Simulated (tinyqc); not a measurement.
Worked calculation: FCI on RHF in the sto-3g basis, for HF, spin multiplicity 1. One step of it, computed by the program tinyqc.

Problem. Integrals over molecular orbitals. (pq|rs) = sum C_ip C_jq C_kr C_ls (ij|kl), one index at a time.

coefficients C:
```
,MO1,MO2,MO3,MO4,MO5,MO6
1F 1s,0.994527,-0.244264,0.095030,0.000000,0.000000,0.098522
1F 2s,0.024153,0.899789,-0.505398,0.000000,0.000000,-0.721065
1F 2px,0.000000,0.000000,0.000000,0.567202,0.823579,0.000000
1F 2py,0.000000,0.000000,0.000000,0.823579,-0.567202,0.000000
1F 2pz,0.004027,0.133186,0.719183,0.000000,0.000000,-0.853106
2H 1s,-0.007429,0.180507,0.475655,0.000000,0.000000,1.227632
```

core Hamiltonian H = T + V (hartree), lower triangle:
```
,1F 1s,1F 2s,1F 2px,1F 2py,1F 2pz,2H 1s
1F 1s,-40.685649
1F 2s,-9.546893,-11.151960
1F 2px,0.000000,0.000000,-8.796232
1F 2py,0.000000,0.000000,0.000000,-8.796232
1F 2pz,-0.019734,-0.225362,0.000000,0.000000,-8.955151
2H 1s,-2.622342,-5.002336,0.000000,0.000000,-3.040896,-6.013975
```

Two-electron integrals (ij|kl) in chemists' order, unique and non-zero (hartree):
```
i,j,k,l,(ij|kl)
1,1,1,1,5.403501
2,1,1,1,0.841920
2,1,2,1,0.156299
2,2,1,1,1.268028
2,2,2,1,0.292344
2,2,2,2,0.926167
3,1,3,1,0.027998
3,2,3,1,0.043169
3,2,3,2,0.204588
3,3,1,1,1.264502
3,3,2,1,0.292403
3,3,2,2,0.925959
3,3,3,3,0.997514
4,1,4,1,0.027998
4,2,4,1,0.043169
4,2,4,2,0.204588
4,3,4,3,0.053770
4,4,1,1,1.264502
4,4,2,1,0.292403
4,4,2,2,0.925959
4,4,3,3,0.889973
4,4,4,4,0.997514
5,1,5,1,0.027998
5,2,5,1,0.043169
5,2,5,2,0.204588
5,3,5,3,0.053770
5,4,5,4,0.053770
5,5,1,1,1.264502
5,5,2,1,0.292403
5,5,2,2,0.925959
5,5,3,3,0.889973
5,5,4,4,0.889973
5,5,5,5,0.997514
6,1,1,1,0.234159
6,1,2,1,0.043031
6,1,2,2,0.079735
6,1,3,3,0.079623
6,1,4,4,0.079623
6,1,5,1,0.001693
6,1,5,2,0.003153
6,1,5,5,0.079968
6,1,6,1,0.011961
6,2,1,1,0.519538
6,2,2,1,0.121074
6,2,2,2,0.419586
6,2,3,3,0.414024
6,2,4,4,0.414024
6,2,5,1,0.008008
6,2,5,2,0.059184
6,2,5,5,0.430328
6,2,6,1,0.033655
6,2,6,2,0.222191
6,3,3,1,0.013540
6,3,3,2,0.076912
6,3,5,3,0.012814
6,3,6,3,0.035270
6,4,4,1,0.013540
6,4,4,2,0.076912
6,4,5,4,0.012814
6,4,6,4,0.035270
6,5,1,1,0.319443
6,5,2,1,0.075505
6,5,2,2,0.280476
6,5,3,3,0.267958
6,5,4,4,0.267958
6,5,5,1,0.018051
6,5,5,2,0.115644
6,5,5,5,0.305209
6,5,6,1,0.021992
6,5,6,2,0.182004
6,5,6,5,0.183803
6,6,1,1,0.615136
6,6,2,1,0.145657
6,6,2,2,0.574788
6,6,3,3,0.554599
6,6,4,4,0.554599
6,6,5,1,0.013857
6,6,5,2,0.137016
6,6,5,5,0.614509
6,6,6,1,0.040857
6,6,6,2,0.364858
6,6,6,5,0.347380
6,6,6,6,0.774606
```

Give: one-electron integrals over orbitals h = C^T H C; Two-electron integrals over orbitals.

Solution.

one-electron integrals over orbitals h = C^T H C (hartree), lower triangle:
```
,1,2,3,4,5,6
1,-40.6666
2,0.6904,-9.2072
3,-0.2591,0.5070,-8.0427
4,0.0000,0.0000,0.0000,-8.7962
5,0.0000,0.0000,0.0000,0.0000,-8.7962
6,-0.2702,1.3981,1.6268,0.0000,0.0000,-6.1004
```

Two-electron integrals over orbitals (pq|rs), unique and non-zero (hartree):
```
p,q,r,s,(pq|rs)
1,1,1,1,5.3608
2,1,1,1,-0.4925
2,1,2,1,0.0720
2,2,1,1,1.1842
2,2,2,1,-0.0171
2,2,2,2,0.8634
3,1,1,1,0.1918
3,1,2,1,-0.0246
3,1,2,2,0.0182
3,1,3,1,0.0274
3,2,1,1,-0.1383
3,2,2,1,0.0107
3,2,2,2,0.0106
3,2,3,1,0.0210
3,2,3,2,0.1570
3,3,1,1,1.0744
3,3,2,1,-0.0137
3,3,2,2,0.7769
3,3,3,1,-0.0082
3,3,3,2,-0.0718
3,3,3,3,0.8327
4,1,4,1,0.0297
4,2,4,1,0.0383
4,2,4,2,0.1748
4,3,4,1,-0.0139
4,3,4,2,-0.0495
4,3,4,3,0.0572
4,4,1,1,1.2640
4,4,2,1,-0.0140
4,4,2,2,0.8708
4,4,3,1,0.0055
4,4,3,2,-0.0732
4,4,3,3,0.7971
4,4,4,4,0.9975
5,1,5,1,0.0297
5,2,5,1,0.0383
5,2,5,2,0.1748
5,3,5,1,-0.0139
5,3,5,2,-0.0495
5,3,5,3,0.0572
5,4,5,4,0.0538
5,5,1,1,1.2640
5,5,2,1,-0.0140
5,5,2,2,0.8708
5,5,3,1,0.0055
5,5,3,2,-0.0732
5,5,3,3,0.7971
5,5,4,4,0.8900
5,5,5,5,0.9975
6,1,1,1,0.2017
6,1,2,1,-0.0329
6,1,2,2,-0.0024
6,1,3,1,-0.0056
6,1,3,2,-0.0253
6,1,3,3,0.0174
6,1,4,4,0.0053
6,1,5,5,0.0053
6,1,6,1,0.0300
6,2,1,1,-0.2937
6,2,2,1,0.0058
6,2,2,2,-0.1466
6,2,3,1,-0.0204
6,2,3,2,-0.0262
6,2,3,3,-0.0566
6,2,4,4,-0.1485
6,2,5,5,-0.1485
6,2,6,1,0.0129
6,2,6,2,0.1032
6,3,1,1,-0.3132
6,3,2,1,0.0058
6,3,2,2,-0.1241
6,3,3,1,0.0026
6,3,3,2,0.0881
6,3,3,3,-0.1389
6,3,4,4,-0.1655
6,3,5,5,-0.1655
6,3,6,1,-0.0067
6,3,6,2,0.0633
6,3,6,3,0.1421
6,4,4,1,-0.0128
6,4,4,2,-0.0490
6,4,4,3,-0.0085
6,4,6,4,0.0331
6,5,5,1,-0.0128
6,5,5,2,-0.0490
6,5,5,3,-0.0085
6,5,6,5,0.0331
6,6,1,1,0.9069
6,6,2,1,-0.0084
6,6,2,2,0.7057
6,6,3,1,0.0193
6,6,3,2,0.0820
6,6,3,3,0.6661
6,6,4,4,0.6607
6,6,5,5,0.6607
6,6,6,1,-0.0104
6,6,6,2,-0.0709
6,6,6,3,-0.0085
6,6,6,6,0.7211
```
